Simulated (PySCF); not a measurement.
# SiC, singlet: the ladder up to full CI

Geometry: a point of a stretch scan, not a stationary point.

```xyz
2

Si    0.0000    0.0000    0.0000
C     0.0000    0.0000    1.3190
```

Basis 6-31G; PySCF 2.14.0. Correlated methods freeze the noble-gas cores, which leaves 8 electrons in 16 orbitals. Prefix R: restricted or restricted open-shell reference; prefix U: unrestricted.

Full CI is exact within this basis and frozen core; it isn't the basis-set limit. The frozen core follows each run's orbitals, which can shift R against U totals by a few meV.

Unrestricted rows (U) aren't spin-pure: their determinants' ⟨S²⟩ exceeds S(S+1) by up to 1.47, so they mix in states of higher spin.

```
UHF ⟨S²⟩                          : 1.471
T1 diagnostic (ROHF- or RHF-based CCSD)             : 0.1078
largest doubles amplitude (ROHF- or RHF-based CCSD) : 0.232
```

Problem. From what is known of these methods and the diagnostics, rank them by the size of their error in total energy against full CI in 6-31G, smallest first (an estimate: the text doesn't fix the numbers).
A. UCCSDT
B. RCCSD(T)
C. RMP2
D. RCCSDT
E. UMP2

Solution. B (0.15 mEh), D (1.72 mEh), A (4.12 mEh), C (49.07 mEh), E (62.07 mEh).

All errors are against full CI in 6-31G. Below it: RCCSD(T). With T1 at 0.108 and a doubles amplitude of 0.23 one determinant is a poor start. The usual hierarchy is broken: RCCSD(T) lies nearer than RCCSDT.

The full-CI state has the irrep A1 of C2v, in the program's axes (one component, if the state is degenerate).

Natural occupations of full CI about the gap: 1.977 1.899 1.899 1.713 0.274 0.095 0.095 0.017 0.007 0.007; effectively unpaired electrons, Σ n²(2−n)², 0.61.
